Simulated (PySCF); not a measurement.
Does the answer move with the share of exact exchange?

C4H7NS.
SMILES: `C=CCC(N)=S`

Torsions of this conformer, `[CH2:1]=[CH:2][CH2:3][C:4]([NH2:5])=[S:6]`: C1–C2–C3–C4 -112°, C2–C3–C4–N5 37°, H–N5–C4–C3 178°, H–N5–C4–C3 -4°.

PySCF, pcSseg-1 basis, density fitting, gas phase, PBE0-D3(BJ)/def2-SVP geometry. One functional is left out:

```tsv
functional	exact exchange (%)	HOMO energy (eV)	LUMO energy (eV)	dipole moment (D)
B97-D	0	-4.79	-1.67	4.345
BLYP	0	-4.62	-1.58	4.257
BP86	0	-4.93	-1.85	4.351
LDA	0	-4.96	-1.95	4.325
OPBE	0	-4.82	-1.69	4.403
PBE	0	-4.82	-1.75	4.326
B3LYP	20	-5.76	-1.02	4.431
B97-2	21	-5.79	-0.90	4.517
PBE0	25	-6.04	-0.85	4.534
BHandHLYP	50	-7.08	0.25	4.648
```

Task: Predict the row of mPW1PW91 (25 % exact exchange) by straight lines through the other rows, and check it.

Result: 
| property | line | computed | computed − line | PBE0 (25 %), for comparison |
| --- | --- | --- | --- | --- |
| HOMO energy (eV) | -5.97 | -6.07 | -0.10 | -6.04 |
| LUMO energy (eV) | -0.77 | -0.87 | -0.10 | -0.85 |
| dipole moment (D) | 4.502 | 4.535 | +0.033 | 4.534 |

Task: Which of these properties follows the share of exact exchange most closely, and which least?

Result: Most closely the HOMO energy, least the dipole moment; the correlations over the tabulated rows are HOMO energy -0.993, LUMO energy 0.988, dipole moment 0.937. The HOMO energy moves by -0.458 eV for every 10 %. Functionals with the same share still differ in their other parts: at 0 % BLYP and LDA differ by 0.34 eV in it.
